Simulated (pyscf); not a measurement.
This saddle point was located with ωB97X-D3(BJ)/def2-SVP in PySCF.

```
Si
F 1 1.6069
F 1 1.6070 2 115.16
F 1 1.6251 2 100.36 3 -108.13
F 1 1.8466 2 89.59 4 -161.47
N 5 1.7722 1 95.39 2 130.69
F 6 1.2871 5 99.37 1 97.91
H 6 1.4840 7 103.45 5 77.51
```
Charge 0, spin multiplicity 2.

Surface: doublet, charge 0. Lowest wavenumbers (cm⁻¹): 1468i, 32, 111, 173, 267.

### Question
Name the species on either side of this saddle.

### Answer
F–N•–F + F–SiH(F)–F ⇌ F–Si(F)(F)–F + •HN–F, a four-centre exchange read from left to right: F–N, H–Si broken and F–Si, H–N formed. At ωB97M-D3(BJ)/def2-TZVP it lies +214.6 kJ/mol from the left side (each side as separated species at their lowest minima found). One saddle was located; it need not be the lowest between these sides.
